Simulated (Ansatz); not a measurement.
The same path of BH3O + H2S (8 atoms, charge 0, multiplicity 1) was run twice with different band settings. Lost on the way: S6–H8. Made: B1–S6, O2–H8.

Level of theory: Ansatz, RKS PBE/def2-SVP.

Relaxed end points:

```xyz
8
Properties=species:S:1:pos:R:3
B 0.006 -0.243 0.296
O -0.443 -0.977 1.354
H -1.403 -1.138 1.302
H 1.208 -0.043 0.265
H -0.732 0.063 -0.627
S -0.186 2.596 1.358
H 0.971 2.709 0.651
H 0.473 2.062 2.422
```

```xyz
8
Properties=species:S:1:pos:R:3
B 0.092 0.447 0.228
O -0.203 -0.263 1.775
H -1.069 -0.717 1.721
H 1.207 0.069 -0.073
H -0.851 0.057 -0.445
S -0.090 2.288 0.612
H 1.200 2.546 0.971
H -0.393 0.601 2.231
```

Common settings: climbing image yes; spring 5.0 eV/Å²; optimiser quadratic models (default); start path through a guess of the saddle point; force threshold 0.03 eV/Å; iteration limit 60; end points relaxed.

| run | movable images |
| --- | --- |
| 1 | 5 |
| 2 | 1 |

Problem. What does each run give, and how far can it be trusted?

Solution. Run 1: converged after 23 iterations, highest image 0.582 eV above the first end. A vibrational analysis at the climbing image gives one clearly imaginary mode, 849i cm⁻¹: a first-order saddle point.
Run 2: converged after 29 iterations, highest image 0.582 eV above the first end. Another band between the same ends (5 images) ends at a top of the same energy, where a vibrational analysis finds 1 clearly imaginary mode. So few images can step over the top or miss a turn of the path.
The orbitals stay closed-shell, which can raise the energy where a bond breaks towards radicals; this wasn't checked here.
